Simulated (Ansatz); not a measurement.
# C3H6F2: how energies converge with the basis set

How large a basis does C3H6F2 need? Two functionals are run in growing sets.

Program: Ansatz 0.2.0, Gaussian basis. Level of theory: one geometry, several basis sets. These are calculated values, not measurements.

Plan: PBE0-D4/def2-SVP; ωB97M-V/def2-SVP; PBE0-D4/def2-QZVPP; ωB97M-V/def2-QZVPP; the functionals' def2-TZVPP values are taken from earlier runs.

## (1) The relaxed structure

All runs share one geometry, relaxed beforehand with PBE0-D4 in a triple-zeta def2 set.

SMILES `FCCCF`, 11 atoms, charge 0, spin multiplicity 1.

Atoms are counted from 1 here; the program's logs count them from 0.

Bond lengths: F1–C2 1.386 Å, C2–C3 1.508 Å, C2–H6 1.093 Å, C2–H7 1.093 Å, C3–C4 1.508 Å, C3–H8 1.095 Å, C3–H9 1.095 Å, C4–F5 1.386 Å, C4–H10 1.093 Å, C4–H11 1.093 Å. Angles: F1–C2–C3 109.8°, F1–C2–H6 107.6°, F1–C2–H7 107.7°, C3–C2–H6 111.1°, C3–C2–H7 111.2°, H6–C2–H7 109.2°, C2–C3–C4 113.1°, C2–C3–H8 109.4°, C2–C3–H9 108.7°, C4–C3–H8 108.7°, C4–C3–H9 109.4°, H8–C3–H9 107.3°, C3–C4–F5 109.8°, C3–C4–H10 111.2°, C3–C4–H11 111.1°, F5–C4–H10 107.7°, F5–C4–H11 107.6°, H10–C4–H11 109.2°.

## (2) PBE0-D4 in def2-SVP

in.yaml reads:

```yaml
crystal:
  periodic: [false, false, false]
  atoms:
    - {symbol: F, position_ang: [-0.677263, 0.760756, -1.724400]}
    - {symbol: C, position_ang: [0.266101, 0.999773, -0.736842]}
    - {symbol: C, position_ang: [0.576061, -0.281549, -0.003824]}
    - {symbol: C, position_ang: [-0.609880, -0.837700, 0.744118]}
    - {symbol: F, position_ang: [-0.990531, 0.043170, 1.744874]}
    - {symbol: H, position_ang: [1.159308, 1.402349, -1.222291]}
    - {symbol: H, position_ang: [-0.145983, 1.752997, -0.060057]}
    - {symbol: H, position_ang: [0.925354, -1.033764, -0.718653]}
    - {symbol: H, position_ang: [1.394414, -0.095378, 0.699350]}
    - {symbol: H, position_ang: [-1.467288, -0.975521, 0.079998]}
    - {symbol: H, position_ang: [-0.364893, -1.792031, 1.218227]}
basis:
  gaussian: {orbitals: def2-SVP}
hamiltonian: {xc: pbe0, dispersion: d4}
output: {orbitals: {seedname: orbitals}}
```

Run with:

```
> ansatz run in.yaml --threads 4 --pin off --events-out ev --progress --plain --max-ram 10444MiB
```

After this run come: ωB97M-V in def2-SVP; PBE0-D4 in def2-QZVPP; ωB97M-V in def2-QZVPP.

Before running them: what should the planned runs give, taken together? Wanted: PBE0-D4: double and triple zeta above quadruple; ωB97M-V: double and triple zeta above quadruple.

**Answer**, as computed:

| quantity | value |
| --- | --- |
| PBE0-D4: double and triple zeta above quadruple | 10.71, 0.47 eV |
| ωB97M-V: double and triple zeta above quadruple | 11.05, 0.45 eV |

In words: For PBE0-D4 the step from double to triple zeta gains 10.25 eV and the next only 0.47 eV. Total energies overstate the basis error of differences, where much of it tends to cancel. The LUMO of ωB97M-V is positive and keeps falling with the basis (3.55 to 1.95 eV): an unbound level that the basis holds in place.
